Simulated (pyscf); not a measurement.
`[CH3][SiH]([Cl])[Cl]` + `[H][H]` -> `[CH4]` + `[Cl][SiH2][Cl]`, a four-centre exchange (singlet surface; C–Si, H–H broken, C–H, H–Si formed). PySCF, gas phase, ωB97X-D3(BJ)/def2-SVP geometries. Energies in kJ/mol from the separated reactants.

Small-basis levels: PySCF, no dispersion term, spherical d functions. 

Problem. In single points HF/6-31G* puts the saddle at 404.0 kJ/mol and the reaction energy at -41.1 kJ/mol. Should these be trusted to within a few kcal/mol? Compare with ωB97M-D3(BJ)/def2-TZVP.

Solution. ωB97M-D3(BJ)/def2-TZVP gives ΔE‡ = 292.4 kJ/mol and ΔE = -11.8 kJ/mol. HF/6-31G* lies 111.5 kJ/mol over it in the barrier and 29.3 kJ/mol under it in the reaction energy, so on this step it does not hold to within 12.6 kJ/mol. ωB97M-D3(BJ)/def2-TZVP has limits of its own. At the saddle there is also a short H–Si contact that neither side keeps. The same reactants have a lower exit, to H₃C–SiH₂–Cl + HCl (barrier +213.3 kJ/mol at ωB97M-D3(BJ)/def2-TZVP, against +292.4 kJ/mol here). One saddle was located; it need not be the lowest between these sides.
